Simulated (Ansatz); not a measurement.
Results of BLYP in Ansatz (PAW) for pyrite RuS2.

Run with plane-wave cutoff 520 eV, 6×6×6 k mesh, Fermi–Dirac smearing 0.01 eV, no spin polarisation, scalar-relativistic PAW data made under PBE.

Response to compression and expansion:

Shape and atoms are relaxed at each volume.

```csv
V (Å³/atom),P (GPa),direct gap at Γ (eV),smallest gap on the k mesh (eV)
15.374,6.37,0.875,0.656
15.694,3.00,0.860,0.651
16.015,0.01,0.843,0.641
16.335,-2.65,0.834,0.641
16.655,-5.01,0.825,0.639
```

The fundamental gap (0.63 eV at the equilibrium volume, with added k points) lies elsewhere than Γ–Γ.

Note: the bulk modulus comes from volumes at which shape and atoms were relaxed.

Spin–orbit coupling is not included.

Ansatz is a program for electronic structure.
